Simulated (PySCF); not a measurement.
Compound: thiazole, C3H3NS.
Z-matrix (Å and degrees, PBE0-D3(BJ)/def2-TZVP geometry), rows numbered from 1:
```
C 
C   1  1.3613
S   2  1.7047  1  109.49
C   3  1.7157  2   89.41  1    -0.02
N   4  1.2964  3  114.98  2     0.01
H   1  1.0818  2  124.84  3   180.00
H   2  1.0785  1  128.70  3   179.98
H   4  1.0819  3  121.00  2  -179.98
```

The closed-shell ground state was solved at several levels (PySCF, density fitting, gas phase, non-relativistic). Geometry: PBE0-D3(BJ)/def2-TZVP; no solvent, vibrations or thermal averaging.

```
                level  basis functions  HOMO (eV)  LUMO (eV)  gap (eV)  dipole (D)
         KT3/pcSseg-2              229      -6.33      -1.72      4.61        1.48
       B97-2/pcSseg-2              229      -7.14      -0.91      6.23        1.59
     wB97X-D/pcSseg-2              229      -9.19       0.90     10.09        1.66
CAM-B3LYP/aug-cc-pVTZ              303      -8.64       0.21      8.85        1.70
        PBE0/pcSseg-2              229      -7.40      -0.87      6.53        1.62
     PBE0/aug-cc-pVTZ              303      -7.38      -0.87      6.51        1.60
```

(1) Estimate the row for wB97X-D/aug-cc-pVTZ, a basis of 303 functions; the other rows only guide the guess.

(2) Over all these levels, which gives the widest orbital gap and which the narrowest?

(3) In the pcSseg-2 basis, how does the gap go with the fixed share of exact exchange?

(4) How far do the dipole and the HOMO energy spread over the levels?

Answers

(1) HOMO -9.17 eV, LUMO 0.85 eV, gap 10.02 eV, dipole 1.65 D.

(2) wB97X-D/pcSseg-2 (range-separated hybrid) has the widest, 10.09 eV, and KT3/pcSseg-2 (GGA) the narrowest, 4.61 eV. The two share the basis. From the narrowest to the widest the HOMO moves by -2.86 eV and the LUMO by +2.62 eV.

(3) KT3 (0 %) 4.61 eV; B97-2 (21 %) 6.23 eV; PBE0 (25 %) 6.53 eV. Each rise in the share widens the gap here.

(4) The dipole runs from 1.48 to 1.70 D (mean 1.61 D) and the HOMO from -9.19 to -6.33 eV.
